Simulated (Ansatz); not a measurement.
The input, for Ansatz 0.2.0:

```yaml
crystal:
  periodic: [false, false, false]
  atoms:
    - {symbol: B, position_ang: [-3.014978, 0.000000, 0.000000]}
    - {symbol: H, position_ang: [-3.611711, 1.033571, 0.000000]}
    - {symbol: H, position_ang: [-3.611711, -1.033571, 0.000000]}
    - {symbol: H, position_ang: [-1.821512, 0.000000, 0.000000]}
    - {symbol: Br, position_ang: [0.522022, 0.000000, 0.000000]}
basis:
  gaussian: {orbitals: STO-3G}
magnetization: {spin_polarized: false, initial_magnetization: 1}
correlation: {method: mp2, electrons: outside_noble_gas}
accuracy: high
output: {forces: true}
```

```sh
$ ansatz run in.yaml --threads 1 --pin off --events-out ev --progress --plain --max-ram 2393MiB
```

Log:

```
324 factors; integrals over basis functions are off by at most 1.6e-8 eV
mean field evaluation 1: about -69947.9640 eV, gradient 1.5e1 eV
mean field evaluation 2: about -69947.9871 eV, gradient 1.5e1 eV
mean field evaluation 4: about -69952.3344 eV, gradient 1.4e0 eV
mean field evaluation 8: about -69952.3429 eV, gradient 6.3e-6 eV
mean field evaluation 16: about -69952.2031 eV, gradient 2.5e-5 eV
mean field evaluation 32: about -69952.3429 eV, gradient 1.6e-2 eV
mean field evaluation 64: about -69952.3307 eV, gradient 2.2e-1 eV
mean field -69952.34294333 eV, -2570.7011877663 hartree, gradient 5.5e-8 eV, S^2 0.750000; 13 other end points of the search recorded, 0 dependent functions left out
mean field evaluation 96: about -69952.3473 eV, gradient 5.2e-4 eV
mean field evaluation 128: about -69952.3325 eV, gradient 6.7e-1 eV
15 core orbitals not correlated: weight in the atoms' cores, before any rotation towards them, 1.000 or more for the frozen orbitals, at most 0.000 for the correlated occupied ones
reference -69952.34294333 eV, -2570.7011877663 hartree; 7, 6 occupied and 4, 5 virtual orbitals, 324 factors
second order -0.99879685 eV of doubles, -0.00075078 eV of singles
the calculation of the forces begins
Total energy: -69953.34249096 eV, -2570.7379204642 hartree
Atom 0 at    -3.014978     0.000000     0.000000 Å, force    -0.210001     0.000000     0.000000 eV/Å
Atom 1 at    -3.611711     1.033571     0.000000 Å, force     0.327773    -0.531339     0.000000 eV/Å
Atom 2 at    -3.611711    -1.033571     0.000000 Å, force     0.327773     0.531339    -0.000000 eV/Å
Atom 3 at    -1.821512     0.000000     0.000000 Å, force    -0.887641    -0.000000     0.000000 eV/Å
Atom 4 at     0.522022     0.000000     0.000000 Å, force     0.442095     0.000000    -0.000000 eV/Å
Dipole moment:    -0.027563    -0.000000     0.000000 e Å
```

Forces (eV/Å):
```
B   -0.210  0.000  0.000
H    0.328 -0.531  0.000
H    0.328  0.531  0.000
H   -0.888  0.000  0.000
Br   0.442  0.000  0.000
```

Ran on 1 thread of Intel Xeon 6975P-C, shared host: 1 s wall, 0.09 GiB peak host memory.
